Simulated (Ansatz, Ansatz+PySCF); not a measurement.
```xyz
3

N     0.0000    0.4616   -0.4173
H     0.0000    1.4066    0.2492
O     0.0000   -0.5797    0.3340
```

RHF on singlet HNO was run in several spherical basis sets with Ansatz (development build ahead of 0.2.0). Caution for RHF: an unrestricted determinant lies well below; in another basis set an unrestricted determinant lies well below.

(1) Rank the basis sets by the total energy that they give, lowest first, with the distance from the lowest.
A. def2-TZVP
B. cc-pVTZ
C. cc-pVDZ
D. def2-SVP
E. 6-31G(d)

Results:

(1) A (0.00 eV), B (0.15 eV), C (1.17 eV), E (1.60 eV), D (4.44 eV).

Totals follow the description of the cores as much as that of the bonds, so this order isn't one of quality for chemistry.
